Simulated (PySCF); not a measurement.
Reaction (SMILES): [C-]#[NH+] (C-NH) + 3 [H][H] (H2) → C (CH4) + N (NH3)
B3LYP-D3(BJ)/def2-TZVP geometries, fixed; electronic energies without zero-point terms.

Effect of the SCF energy threshold at wB97M-V/aug-cc-pVTZ with PySCF, against the last row, where the energy of full hydrogenation is -92.90 kcal/mol.

```json
[
 {"setting": "conv_tol: 1e-4", "SCF cycles, largest species": "4", "largest shift of a total energy (mEh)": "0.002", "shift of the energy of full hydrogenation (kcal/mol)": "-0.001"},
 {"setting": "conv_tol: 1e-5", "SCF cycles, largest species": "4", "largest shift of a total energy (mEh)": "0.000", "shift of the energy of full hydrogenation (kcal/mol)": "0.000"},
 {"setting": "conv_tol: 1e-6", "SCF cycles, largest species": "5", "largest shift of a total energy (mEh)": "0.000", "shift of the energy of full hydrogenation (kcal/mol)": "0.000"},
 {"setting": "conv_tol: 1e-7", "SCF cycles, largest species": "6", "largest shift of a total energy (mEh)": "0.000", "shift of the energy of full hydrogenation (kcal/mol)": "0.000"},
 {"setting": "conv_tol: 1e-11", "SCF cycles, largest species": "8", "largest shift of a total energy (mEh)": "0.000", "shift of the energy of full hydrogenation (kcal/mol)": "0.000"}
]
```

Within 0.02 kcal/mol in the energy of full hydrogenation: conv_tol: 1e-4; conv_tol: 1e-5; conv_tol: 1e-6; conv_tol: 1e-7. The largest shift is 0.002 mEh in a total energy and 0.001 kcal/mol in the difference.
